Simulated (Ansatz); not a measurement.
Cartesian coordinates in Å:
```
C -0.292 -0.693 -1.088
C 0.928 -0.833 -0.441
N 1.227 -0.141 0.651
C 0.292 0.693 1.088
C -0.928 0.833 0.441
N -1.227 0.141 -0.651
H -0.518 -1.268 -1.981
H 1.680 -1.521 -0.814
H 0.518 1.268 1.981
H -1.680 1.521 0.814
```

The species carries charge 0 and has multiplicity 1.

Task: List the PBE0/def2-TZVPP orbital energies in eV (the Gaussian-basis code of Ansatz). (Best estimate.)

Result: Ansatz gave: Occupied: -392.02, -392.02, -279.57, -279.56, -279.55, -279.55, -27.84, -25.74, -22.05, -18.71, -18.66, -15.06, -14.77, -13.84, -12.44, -12.35, -11.09, -9.63, -9.09, -8.06, -7.30. Lowest empty: -1.54, -0.80, 1.88, 2.27, 2.82, 2.87, 3.08, 3.35.
